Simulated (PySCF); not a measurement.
A structure optimised at B3LYP-D3(BJ)/def2-TZVPD, used in a PySCF frequency run:

```
N
O 1 1.1450
```
Charge 0, spin multiplicity 2.

Problem. Write its SMILES, formula and point group.

Solution. [N]=O, NO, C∞v

Problem. What are its rotational constants (standard atomic weights)?

Solution. 51.616 GHz (linear rotor, B only)
